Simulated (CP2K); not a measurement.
**SF4 (sulfur tetrafluoride): a chain of runs**

Aim: energy and forces (HSE06/pcseg-0), then energy and gradient (HSE06/pcseg-1), then energy and gradient (HSE06/aug-pcseg-1), then energy and forces (HSE06/pcseg-2) of SF4 (sulfur tetrafluoride). 

The calculation is run with CP2K 2026.2.

### Step 1. The structure to begin with

SF4 has 5 atoms, charge 0, and is taken as a singlet. SMILES: `FS(F)(F)F`. The coordinates come from a PBE0-D4/def2-TZVP relaxation.

Bond lengths: F1–S2 1.553 Å, S2–F3 1.649 Å, S2–F4 1.649 Å, S2–F5 1.553 Å. Angles: F1–S2–F3 87.6°, F1–S2–F4 87.6°, F1–S2–F5 101.3°, F3–S2–F4 172.5°, F3–S2–F5 87.6°, F4–S2–F5 87.6°.

### Step 2. Energy and forces at HSE06/pcseg-0 (run 1)

molecule.inp reads:

```
&FORCE_EVAL
 METHOD QS
 &DFT
  BASIS_SET_FILE_NAME ./pcseg_0.basis
  POTENTIAL_FILE_NAME POTENTIAL
  &QS
   METHOD GAPW
   EPS_DEFAULT 1.0E-10
  &END QS
  ! plane-wave cutoff in Ry
  &MGRID
   CUTOFF 280
   REL_CUTOFF 50
   NGRIDS 4
  &END MGRID
  &POISSON
   PERIODIC NONE
   POISSON_SOLVER WAVELET
  &END POISSON
  &SCF
   SCF_GUESS ATOMIC
   EPS_SCF 1.0E-06
   MAX_SCF 150
   ADDED_MOS 3
   &DIAGONALIZATION
    ALGORITHM STANDARD
   &END DIAGONALIZATION
   &MIXING
    METHOD DIRECT_P_MIXING
    ALPHA 0.4
   &END MIXING
  &END SCF
  ! functional
  &XC
   &XC_FUNCTIONAL
    &HYB_GGA_XC_HSE06
    &END HYB_GGA_XC_HSE06
   &END XC_FUNCTIONAL
   &HF
    FRACTION 0.25
    &SCREENING
     EPS_SCHWARZ 1.0E-09
    &END SCREENING
    &INTERACTION_POTENTIAL
     POTENTIAL_TYPE SHORTRANGE
     OMEGA 0.11
    &END INTERACTION_POTENTIAL
    &MEMORY
     MAX_MEMORY 1750
    &END MEMORY
   &END HF
  &END XC
  &PRINT
   &MOMENTS
    PERIODIC F
    REFERENCE COM
    MAX_MOMENT 1
   &END MOMENTS
   &MO ON
    ENERGIES T
    OCCUPATION_NUMBERS T
    NDIGITS 6
    &EACH
     QS_SCF 0
    &END EACH
    ADD_LAST NUMERIC
   &END MO
   &HIRSHFELD OFF
   &END HIRSHFELD
  &END PRINT
 &END DFT
 &SUBSYS
  &CELL
   ABC 11.2 11.2 11.2
   PERIODIC NONE
  &END CELL
  &COORD
   F     -0.561200    -0.228000     1.172800
   S      0.064000    -0.357400    -0.243000
   F      1.536700    -0.462000     0.491400
   F     -1.440100    -0.077300    -0.858200
   F      0.400600     1.124600    -0.563100
  &END COORD
  &TOPOLOGY
   &CENTER_COORDINATES
   &END CENTER_COORDINATES
  &END TOPOLOGY
  &KIND F
   BASIS_SET pcseg-0
   POTENTIAL ALL
  &END KIND
  &KIND S
   BASIS_SET pcseg-0
   POTENTIAL ALL
  &END KIND
 &END SUBSYS
 ! extra output
 &PRINT
  &FORCES ON
  &END FORCES
 &END PRINT
&END FORCE_EVAL

&GLOBAL
 PROJECT molecule
 RUN_TYPE ENERGY_FORCE
 PRINT_LEVEL MEDIUM
&END GLOBAL
```

Command:

```sh
OMP_NUM_THREADS=2 cp2k.psmp molecule.inp > molecule.out
```

What it wrote, cut to the lines that bear on the results:

```text
CP2K| version string:                                       CP2K version 2026.2
[...]
 GLOBAL| Method name                                                        CP2K
[...]
 GLOBAL| Run type                                                   ENERGY_FORCE
[...]
 DFT| Spin restricted Kohn-Sham (RKS) calculation                            RKS
 DFT| Multiplicity                                                             1
[...]
 DFT| Charge                                                                   0
[...]
 FUNCTIONAL| HYB_GGA_XC_HSE06:
[...]
 QS| Method:                                                                GAPW
[...]
 QS| Density cutoff [a.u.]:                                                140.0
[...]
 QS| Relative density cutoff [a.u.]:                                        25.0
[...]
                             - Atoms:                                          5
[...]
                             - Spherical basis functions:                     49
[...]
 Number of electrons:                                                         52
[...]
     1 P_Mix/Diag. 0.40E+00    3.0     0.58442224      -796.2939148764 -7.96E+02
[...]
    13 DIIS/Diag.  0.90E-06    1.8     0.00000018      -795.2584845849 -1.93E-12
  *** SCF run converged in    13 steps ***
[...]
  Overlap energy of the core charge distribution:               0.00000006004242
  Self energy of the core charge distribution:               -590.19705086803276
  Core Hamiltonian energy:                                   -245.38648964228022
  Hartree energy:                                              85.86193728285191
  Exchange-correlation energy:                                -16.65738557297909
  Hartree-Fock Exchange energy:                               -15.47809903566211
[...]
                     Mulliken Population Analysis
 #  Atom  Element  Kind  Atomic population                           Net charge
       1     F        1          9.421298                             -0.421298
       2     S        2         14.205281                              1.794719
       3     F        1          9.476053                             -0.476053
       4     F        1          9.476063                             -0.476063
       5     F        1          9.421305                             -0.421305
 # Total charge                             52.000000                  0.000000
[...]
  Dipole moment [Debye]
    X=  0.1825671E+00 Y= -0.1018457E+01 Z= -0.6921339E+00  Total=      1.2448435
 ENERGY| Total FORCE_EVAL ( QS ) energy [hartree]           -795.258484584935559
 FORCES| Atomic forces [hartree/bohr]
 FORCES|   Atom     x               y               z               |f|
 FORCES|      1 -4.20190209E-02  4.10575943E-03  9.39215770E-02   1.02974356E-01
 FORCES|      2  1.97625574E-02 -1.16438267E-01 -7.85689374E-02   1.41850297E-01
 FORCES|      3  5.99067997E-02  2.90952193E-05  3.32155808E-02   6.84989074E-02
 FORCES|      4 -6.27531801E-02  1.59697650E-02 -2.24645686E-02   6.85394182E-02
 FORCES|      5  2.40856750E-02  9.69146406E-02 -2.53244826E-02   1.03023768E-01
 FORCES| Sum    -1.01716893E-03  5.80993111E-04  7.79169345E-04
 FORCES| Total atomic force                                       1.40687259E-03
[...]
```

It took 27 s on 2 threads of Arm Neoverse N1, shared host; peak memory 0.93 GiB.

### Step 3. Energy and gradient at HSE06/pcseg-1 (run 2)

mol.inp reads:

```
&GLOBAL
  PROJECT mol
  RUN_TYPE ENERGY_FORCE
  PRINT_LEVEL MEDIUM
&END GLOBAL

&FORCE_EVAL
  METHOD Quickstep
  &DFT
    BASIS_SET_FILE_NAME ./pcseg_1.basis
    POTENTIAL_FILE_NAME POTENTIAL
    ! Quickstep
    &QS
      METHOD GAPW
      EPS_DEFAULT 1.0E-10
    &END QS
    &MGRID
      CUTOFF 280
      REL_CUTOFF 50
      NGRIDS 4
    &END MGRID
    &POISSON
      PERIODIC NONE
      POISSON_SOLVER WAVELET
    &END POISSON
    ! self-consistent field
    &SCF
      SCF_GUESS ATOMIC
      EPS_SCF 1.0E-06
      MAX_SCF 150
      ADDED_MOS 3
      &DIAGONALIZATION
        ALGORITHM STANDARD
      &END DIAGONALIZATION
      &MIXING
        METHOD DIRECT_P_MIXING
        ALPHA 0.4
      &END MIXING
    &END SCF
    ! exchange and correlation
    &XC
      &XC_FUNCTIONAL
        &HYB_GGA_XC_HSE06
        &END HYB_GGA_XC_HSE06
      &END XC_FUNCTIONAL
      &HF
        FRACTION 0.25
        &SCREENING
          EPS_SCHWARZ 1.0E-09
        &END SCREENING
        &INTERACTION_POTENTIAL
          POTENTIAL_TYPE SHORTRANGE
          OMEGA 0.11
        &END INTERACTION_POTENTIAL
        &MEMORY
          MAX_MEMORY 1750
        &END MEMORY
      &END HF
    &END XC
    ! extra output
    &PRINT
      &MOMENTS
        PERIODIC F
        REFERENCE COM
        MAX_MOMENT 1
      &END MOMENTS
      &MO ON
        ENERGIES T
        OCCUPATION_NUMBERS T
        NDIGITS 6
        &EACH
          QS_SCF 0
        &END EACH
        ADD_LAST NUMERIC
      &END MO
      &HIRSHFELD OFF
      &END HIRSHFELD
    &END PRINT
  &END DFT
  ! structure
  &SUBSYS
    ! vacuum box
    &CELL
      ABC 11.2 11.2 11.2
      PERIODIC NONE
    &END CELL
    &COORD
      F     -0.561200    -0.228000     1.172800
      S      0.064000    -0.357400    -0.243000
      F      1.536700    -0.462000     0.491400
      F     -1.440100    -0.077300    -0.858200
      F      0.400600     1.124600    -0.563100
    &END COORD
    &TOPOLOGY
      &CENTER_COORDINATES
      &END CENTER_COORDINATES
    &END TOPOLOGY
    &KIND F
      BASIS_SET pcseg-1
      POTENTIAL ALL
    &END KIND
    &KIND S
      BASIS_SET pcseg-1
      POTENTIAL ALL
    &END KIND
  &END SUBSYS
  ! extra output
  &PRINT
    &FORCES ON
    &END FORCES
  &END PRINT
&END FORCE_EVAL
```

Command:

```sh
OMP_NUM_THREADS=2 cp2k.psmp mol.inp > mol.out
```

What it wrote, cut to the lines that bear on the results:

```text
CP2K| version string:                                       CP2K version 2026.2
[...]
 GLOBAL| Method name                                                        CP2K
[...]
 GLOBAL| Run type                                                   ENERGY_FORCE
[...]
 DFT| Spin restricted Kohn-Sham (RKS) calculation                            RKS
 DFT| Multiplicity                                                             1
[...]
 DFT| Charge                                                                   0
[...]
 FUNCTIONAL| HYB_GGA_XC_HSE06:
[...]
 QS| Method:                                                                GAPW
[...]
 QS| Density cutoff [a.u.]:                                                140.0
[...]
 QS| Relative density cutoff [a.u.]:                                        25.0
[...]
                             - Atoms:                                          5
[...]
                             - Spherical basis functions:                     74
[...]
 Number of electrons:                                                         52
[...]
     1 P_Mix/Diag. 0.40E+00    5.2     0.53476440      -797.8372075061 -7.98E+02
[...]
    12 DIIS/Diag.  0.11E-05    2.1     0.00000025      -796.9085431987 -7.32E-11
  *** SCF run converged in    12 steps ***
[...]
  Overlap energy of the core charge distribution:               0.00000006004242
  Self energy of the core charge distribution:               -590.19705086803276
  Core Hamiltonian energy:                                   -246.25535623791117
  Hartree energy:                                              73.40578149700670
  Exchange-correlation energy:                                -12.94270637033445
  Hartree-Fock Exchange energy:                               -15.49086838590083
[...]
                     Mulliken Population Analysis
 #  Atom  Element  Kind  Atomic population                           Net charge
       1     F        1          9.232002                             -0.232002
       2     S        2         14.800770                              1.199230
       3     F        1          9.367599                             -0.367599
       4     F        1          9.367632                             -0.367632
       5     F        1          9.231997                             -0.231997
 # Total charge                             52.000000                 -0.000000
[...]
 ENERGY| Total FORCE_EVAL ( QS ) energy [hartree]           -796.908543198720622
[...]
```

Wall time 37 s (2 threads of Arm Neoverse N1, shared host); peak memory 0.95 GiB.

Run 3 isn't shown in full; the table further down has it.

### Step 4. Energy and forces at HSE06/pcseg-2 (run 4)

job.inp reads:

```
&GLOBAL
   PROJECT job
   RUN_TYPE ENERGY_FORCE
   PRINT_LEVEL MEDIUM
&END GLOBAL
&FORCE_EVAL
   METHOD QS
   &DFT
      BASIS_SET_FILE_NAME ./pcseg_2.basis
      POTENTIAL_FILE_NAME POTENTIAL
      CHARGE 0
      MULTIPLICITY 1
      &QS
         METHOD GAPW
         EPS_DEFAULT 1.0E-10
      &END QS
      &MGRID
         CUTOFF 280
         REL_CUTOFF 50
         NGRIDS 4
      &END MGRID
      &POISSON
         PERIODIC NONE
         POISSON_SOLVER WAVELET
      &END POISSON
      &SCF
         SCF_GUESS ATOMIC
         EPS_SCF 1.0E-06
         MAX_SCF 150
         ADDED_MOS 3
         &DIAGONALIZATION
            ALGORITHM STANDARD
         &END DIAGONALIZATION
         &MIXING
            METHOD DIRECT_P_MIXING
            ALPHA 0.4
         &END MIXING
      &END SCF
      &XC
         &XC_FUNCTIONAL
            &HYB_GGA_XC_HSE06
            &END HYB_GGA_XC_HSE06
         &END XC_FUNCTIONAL
         &HF
            FRACTION 0.25
            &SCREENING
               EPS_SCHWARZ 1.0E-09
               SCREEN_ON_INITIAL_P F
            &END SCREENING
            &INTERACTION_POTENTIAL
               POTENTIAL_TYPE SHORTRANGE
               OMEGA 0.11
            &END INTERACTION_POTENTIAL
            &MEMORY
               MAX_MEMORY 1750
            &END MEMORY
         &END HF
      &END XC
      &PRINT
         &MOMENTS
            PERIODIC F
            REFERENCE COM
            MAX_MOMENT 1
         &END MOMENTS
         &MO ON
            ENERGIES T
            OCCUPATION_NUMBERS T
            NDIGITS 6
            &EACH
               QS_SCF 0
            &END EACH
            ADD_LAST NUMERIC
         &END MO
         &HIRSHFELD OFF
         &END HIRSHFELD
      &END PRINT
   &END DFT
   &SUBSYS
      &CELL
         ABC [angstrom] 11.2 11.2 11.2
         PERIODIC NONE
      &END CELL
      &COORD
         F     -0.561200    -0.228000     1.172800
         S      0.064000    -0.357400    -0.243000
         F      1.536700    -0.462000     0.491400
         F     -1.440100    -0.077300    -0.858200
         F      0.400600     1.124600    -0.563100
      &END COORD
      &TOPOLOGY
         &CENTER_COORDINATES
         &END CENTER_COORDINATES
      &END TOPOLOGY
      &KIND F
         BASIS_SET pcseg-2
         POTENTIAL ALL
      &END KIND
      &KIND S
         BASIS_SET pcseg-2
         POTENTIAL ALL
      &END KIND
   &END SUBSYS
   &PRINT
      &FORCES ON
      &END FORCES
   &END PRINT
&END FORCE_EVAL
```

Command:

```sh
OMP_NUM_THREADS=2 cp2k.psmp job.inp > job.out
```

What it wrote, cut to the lines that bear on the results:

```text
CP2K| version string:                                       CP2K version 2026.2
[...]
 GLOBAL| Method name                                                        CP2K
[...]
 GLOBAL| Run type                                                   ENERGY_FORCE
[...]
 DFT| Spin restricted Kohn-Sham (RKS) calculation                            RKS
 DFT| Multiplicity                                                             1
[...]
 DFT| Charge                                                                   0
[...]
 FUNCTIONAL| HYB_GGA_XC_HSE06:
[...]
 QS| Method:                                                                GAPW
[...]
 QS| Density cutoff [a.u.]:                                                140.0
[...]
 QS| Relative density cutoff [a.u.]:                                        25.0
[...]
                             - Atoms:                                          5
[...]
                             - Spherical basis functions:                    154
[...]
 Number of electrons:                                                         52
[...]
     1 P_Mix/Diag. 0.40E+00   14.1     0.60762012      -798.1335532416 -7.98E+02
[...]
    13 DIIS/Diag.  0.23E-06    2.8     0.00000029      -797.2486777365 -1.30E-11
  *** SCF run converged in    13 steps ***
[...]
  Overlap energy of the core charge distribution:               0.00000006004242
  Self energy of the core charge distribution:               -590.19705086803276
  Core Hamiltonian energy:                                   -246.63044850103680
  Hartree energy:                                              77.19289857731549
  Exchange-correlation energy:                                -15.02816096093770
  Hartree-Fock Exchange energy:                               -15.51100362018921
[...]
                     Mulliken Population Analysis
 #  Atom  Element  Kind  Atomic population                           Net charge
       1     F        1          9.203090                             -0.203090
       2     S        2         14.941658                              1.058342
       3     F        1          9.326067                             -0.326067
       4     F        1          9.326101                             -0.326101
       5     F        1          9.203084                             -0.203084
 # Total charge                             52.000000                  0.000000
[...]
 ENERGY| Total FORCE_EVAL ( QS ) energy [hartree]           -797.248677736447121
[...]
```

Run time: 94 s. Hardware: 2 threads of Arm Neoverse N1, shared host; peak memory 1.2 GiB.

### Step 5. All runs side by side

```csv
run,level,energy (Eh),dipole moment (D),HOMO energy (eV),LUMO energy (eV),wall time
1,HSE06/pcseg-0,-795.258485,1.24,-9.24,-2.68,27 s
2,HSE06/pcseg-1,-796.908543,0.79,-9.52,-2.38,37 s
3,HSE06/aug-pcseg-1,-796.937447,0.60,-9.58,-2.54,73 s
4,HSE06/pcseg-2,-797.248678,0.71,-9.54,-2.44,94 s
```

Convergence of the HOMO energy of singlet SF4 with the basis set, against the last point:

```csv
basis set,from the last (eV),wall time
pcseg-0,+0.2998,27 s
pcseg-1,+0.0140,37 s
aug-pcseg-1,-0.0461,73 s
pcseg-2,+0.0000,94 s
```

Convergence of the total energy of singlet SF4 with the basis set, against the last point:

```csv
basis set,from the last (mEh),wall time
pcseg-0,+1990.193,27 s
pcseg-1,+340.135,37 s
aug-pcseg-1,+311.230,73 s
pcseg-2,+0.000,94 s
```

### Step 6. What came out

```
                                      quantity          value
            run 4, HSE06/pcseg-2: total energy  -797.24868 Eh
           run 4, HSE06/pcseg-2: dipole moment         0.71 D
             run 4, HSE06/pcseg-2: HOMO energy       -9.54 eV
             run 4, HSE06/pcseg-2: LUMO energy       -2.44 eV
           run 4, HSE06/pcseg-2: HOMO–LUMO gap        7.10 eV
run 4, HSE06/pcseg-2: largest force on an atom     0.182 eV/Å
```

**Reading.** For the HOMO energy of singlet SF4 to stay within 0.1 eV of the last point, pcseg-1 is the first point of the series from which all later ones do (37 s against 94 s). The dipole moment (its size) runs from 0.60 D (HSE06/aug-pcseg-1) to 1.24 D (HSE06/pcseg-0). The HOMO–LUMO gap runs from 6.56 eV (HSE06/pcseg-0) to 7.15 eV (HSE06/pcseg-1). All runs together took 3.9 min, the longest 94 s.
